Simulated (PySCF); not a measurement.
1,4,5,8-tetraazanaphthalene, C6H4N4.
Bonds: C1–C2 (aromatic), C2–N3 (aromatic), N3–C4 (aromatic), C4–N5 (aromatic), N5–C6 (aromatic), C6–C7 (aromatic), C7–N8 (aromatic), N8–C9 (aromatic), C9–N10 (aromatic), C1–N10 (aromatic), C4–C9 (aromatic). Hydrogens: H11 on C1; H12 on C2; H13 on C6; H14 on C7.

Structure optimised with GFN2-xTB, isolated species.

Problem. List the bond lengths and angles at this level.

Solution. 
| bond | length (Å) | order |
| --- | --- | --- |
| C1–C2, C6–C7 | 1.415 | aromatic |
| N3–C4 and 3 like bonds | 1.347 | aromatic |
| C1–N10 and 3 like bonds | 1.303 | aromatic |
| C4–C9 | 1.426 | aromatic |
| C1–H11 and 3 like bonds | 1.082 | single |

Bonds in one row agree within 0.01 Å and their mean is given. Orders are formal, as drawn. A selection of angles:
| angle | degrees |
| --- | --- |
| C2–C1–N10 | 122.4 |
| C2–N3–C4 | 116.7 |
| N3–C4–N5 | 118.2 |
| N3–C4–C9 | 120.9 |

The 10 heavy atoms lie in one plane (0.000 Å rms). The 6-membered ring C4–N5–C6–C7–N8–C9 has internal angles of 116.7° to 122.4°; it is planar, 0.00 Å rms from its mean plane, widest ring torsion 0°. The C–N distances run from 1.303 Å (N5–C6, aromatic) to 1.347 Å (N8–C9, aromatic), a spread of 0.044 Å. The 6-membered ring C1–C2–N3–C4–C9–N10 has internal angles of 116.7° to 122.4° (sum 720°, against 720° for a flat polygon); it is planar, 0.00 Å rms from its mean plane, widest ring torsion 0°. N3 (pyridine-type nitrogen) is bent (angle 116.7°).

Point group: D2h (tolerance 0.08 Å). No GFN2-xTB frequencies stand behind this structure, so it isn't proved a minimum.

The numbers are calculated, not measured.
